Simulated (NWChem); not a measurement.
## Basis-set convergence for Na2

```xyz
2

Na     0.0000     0.0000     1.5625
Na     0.0000     0.0000    -1.5625
```
Charge 0, spin multiplicity 1.

Everything below was run with NWChem. All single points use one geometry, from PBE0/def2-SVP, a minimum by its harmonic frequencies.

Quantity: LUMO energy at the level PBE0.

The Pople sets run with spherical d functions. The structure started from a generated list of species.

```json
[
 {"basis": "STO-3G", "functions": "18", "LUMO energy (eV)": "(withheld)"},
 {"basis": "pcseg-1", "functions": "20", "LUMO energy (eV)": "-1.34"},
 {"basis": "3-21G", "functions": "26", "LUMO energy (eV)": "(withheld)"},
 {"basis": "6-31G*", "functions": "36", "LUMO energy (eV)": "-1.36"},
 {"basis": "cc-pVDZ", "functions": "36", "LUMO energy (eV)": "-1.36"},
 {"basis": "pcseg-2", "functions": "38", "LUMO energy (eV)": "-1.34"},
 {"basis": "6-31+G*", "functions": "44", "LUMO energy (eV)": "-1.37"},
 {"basis": "6-311G**", "functions": "52", "LUMO energy (eV)": "-1.35"},
 {"basis": "6-311++G**", "functions": "60", "LUMO energy (eV)": "-1.35"},
 {"basis": "def2-QZVP", "functions": "92", "LUMO energy (eV)": "-1.35"}
]
```

Fill in the missing entries.


- STO-3G, LUMO energy (eV): 9.03
- 3-21G, LUMO energy (eV): -1.38
